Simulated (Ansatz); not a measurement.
Ansatz (a program for electronic structure) input:

Ansatz 0.2 input:
```yaml
crystal:
  periodic: [false, false, false]
  atoms:
    - {symbol: Na, position_ang: [-0.00000000, -0.00000000, -1.70764300]}
    - {symbol: Cl, position_ang: [0.00000000, 0.00000000, 1.10494547]}
basis:
  gaussian:
    orbitals: def2-TZVP
hamiltonian:
  xc: b3lyp
  dispersion: d3bj
total_charge: 1
magnetization: {spin_polarized: true, initial_magnetization: 1}
phonons: {temperatures: {t_min: 298.15, t_max: 298.15, t_step: 100}}
```

**Question.** Which total energy does the run end on?

**Answer.** -622.27330 Eh (B3LYP-D3(BJ)/def2-TZVP). The basis has 69 functions.
